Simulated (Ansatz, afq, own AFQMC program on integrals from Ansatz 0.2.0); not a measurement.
**C₂H₂, singlet: AFQMC among the cluster methods**

```yaml
atoms:
  - { symbol: C, position_ang: [-0.2446, 0.0000, 0.5585] }
  - { symbol: C, position_ang: [0.1854, 0.0000, -0.5585] }
  - { symbol: H, position_ang: [0.1378, 0.0000, 1.5522] }
  - { symbol: H, position_ang: [0.5678, 0.0000, -1.5522] }
```

Connectivity, by distances: CH–CH.

Basis cc-pVDZ. Only valence electrons are correlated. AFQMC by an in-house program on the Cholesky factors that Ansatz 0.2.0 writes for its CCSD(T) run. The CISD trial takes its coefficients from CCSD amplitudes. Released means that phaseless walkers are propagated on without the constraint, phases kept. ± is one standard error of the sampling.

Determinant: UHF, the one that the program's search chose, which needn't be the lowest solution. The geometry is a point of a scan.

No full CI on the walks' own integrals is used here; CCSDT(Q) serves as the reference and is uncertain by about the last step of the cluster series.

Cautions: the determinant is a saddle point among determinants of its kind.

```
T1 diagnostic                               : 0.0148
weight of the determinant in the CISD state : 0.879
⟨S²⟩ of the determinant                     : 0.000
size of the correlated space                : 10 electrons in 36 orbitals
```

Reference: CCSDT(Q), correlation energy -7.855 eV. The released energy is read at 2.40 1/Eh (meV from the phaseless value at times in 1/Eh: -1 ± 20 at 0.24, -1 ± 16 at 0.51, -4 ± 20 at 0.99, 2 ± 18 at 1.62, 16 ± 19 at 2.40).

```tsv
level	E − E(reference) (meV)	share of correlation (%)
HF	7855.5	0.00
MP2	833.4	89.39
CCSD	359.0	95.43
CCSD(T)	41.2	99.48
CCSDT	30.2	99.62
ph-AFQMC/HF	195.6 ± 83.7	97.51
ph-AFQMC/CISD	1.1 ± 20.6	99.99
released AFQMC	16.7 ± 19.0	99.79
```

A walk keeps the symmetry of its determinant, which the program's search chose and which needn't be the lowest solution, so a lower state of the same spin and another symmetry isn't excluded. Released energies are given only where the last usable release times agree within the noise; a slower fall can still hide under it.
